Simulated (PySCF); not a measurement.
Gas-phase reaction: Si2O2 + 4 F = 2 SiOF2

Method: PySCF energies plus ideal-gas RRHO corrections (1 bar). † marks an energy on the PBE0/def2-TZVP geometry and frequencies; other levels use their own. CCSD(T) freezes the core. 6-31G* has spherical d functions here. Open shells (unrestricted): F (multiplicity 2, electronic degeneracy 6); the rest are closed-shell singlets. Spin-orbit splitting is ignored; it lowers the true energy and changes the entropy of F. Si2O2, SiOF2: computed as isolated molecules; such fragments, hydroxides, amides, oligomers or adducts are transient or little studied in the gas. CCSD(T) isn't extrapolated to the basis-set limit; its ΔH°(298 K) is -1492.0 kJ in def2-SVP and -1643.0 kJ in def2-TZVPP. The harmonic model lacks anharmonicity and excited electronic states, which grow with temperature; levels with a mode under 35 cm⁻¹ are left out.

| level | ΔE electronic, kJ | ΔH°(298 K), kJ | ΔS°(298 K), J/K | ΔG°(1600 K), kJ |
|---|---|---|---|---|
| BLYP/def2-TZVP† | -1721 | -1705 | -358 | -1110 |
| CCSD(T)/def2-SVP† | -1508 | -1492 | -358 | -897 |
| HF/6-31G* | -1107 | -1089 | -361 | -489 |
| HF/def2-TZVP† | -1171 | -1155 | -358 | -560 |
| M06-2X/def2-TZVP† | -1683 | -1667 | -358 | -1072 |
| PBE/def2-SVP | -1704 | -1688 | -357 | -1096 |
| PBE0/def2-QZVP† | -1661 | -1645 | -358 | -1050 |
| PBE0/def2-SVP† | -1576 | -1559 | -358 | -965 |
| r2SCAN/def2-TZVP† | -1727 | -1711 | -358 | -1116 |
| LDA/def2-TZVP† | -2014 | -1998 | -358 | -1403 |
| ωB97M-V/def2-TZVP† | -1668 | -1652 | -358 | -1057 |
ΔH° is lowest at LDA/def2-TZVP† and highest at HF/6-31G*. No reference value is set beside these.
